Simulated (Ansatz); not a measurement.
in.yaml

```yaml
crystal:
  periodic: [false, false, false]
  atoms:
    - {symbol: B, position_ang: [0.000000, -1.358854, -0.090412]}
    - {symbol: Si, position_ang: [0.000000, 0.218790, 1.056852]}
    - {symbol: Si, position_ang: [0.000000, 0.293674, -1.113422]}
    - {symbol: H, position_ang: [0.000000, 0.295418, 2.546020]}
basis:
  gaussian: {orbitals: STO-3G}
total_charge: 1
magnetization: {spin_polarized: false, initial_magnetization: 3}
correlation: {active_space: {window: {electrons: 3, orbitals: 4}, fixed_orbitals: true}}
output: {forces: true}
```

```sh
$ ansatz run in.yaml --threads 1 --pin off --events-out ev --progress --plain --max-ram 2393MiB
```

Task: Roughly how long does this take on 1 thread of Arm Neoverse V1, shared host, and how much host memory?

Result: 0.24 s wall and 0.07 GiB.

```
268 factors; integrals over basis functions are off by at most 7.3e-5 eV
mean field evaluation 1: about -16209.9439 eV, gradient 1.0e1 eV
mean field evaluation 2: about -16209.9644 eV, gradient 1.0e1 eV
mean field evaluation 4: about -16211.3570 eV, gradient 2.3e0 eV
mean field evaluation 8: about -16211.5257 eV, gradient 9.0e-3 eV
mean field -16211.52520716 eV, -595.7625627969 hartree, gradient 8.8e-6 eV, S^2 3.750000; 0 other end points of the search recorded, 0 dependent functions left out
reference -16211.52520716 eV, -595.7625627969 hartree; 18, 15 occupied and 6, 9 virtual orbitals, 268 factors
state -16211.52520716 eV, -595.7625627969 hartree
the calculation of the forces begins
Total energy: -16211.52520716 eV, -595.7625627969 hartree
Atom 0 at     0.000000    -1.358854    -0.090412 Å, force    -0.000000    -0.883424     0.261647 eV/Å
Atom 1 at     0.000000     0.218790     1.056852 Å, force     0.000000     0.352420     1.711771 eV/Å
Atom 2 at     0.000000     0.293674    -1.113422 Å, force    -0.000000     0.646915    -0.539790 eV/Å
Atom 3 at     0.000000     0.295418     2.546020 Å, force     0.000000    -0.115911    -1.433628 eV/Å
Dipole moment:     0.000000     0.134355     0.078825 e Å
```

The active space holds one configuration alone, so it describes no static correlation.

Natural occupations: 1.0000 1.0000 1.0000 0.0000.

Forces (eV/Å):
```
B    0.000 -0.883  0.262
Si   0.000  0.352  1.712
Si   0.000  0.647 -0.540
H    0.000 -0.116 -1.434
```
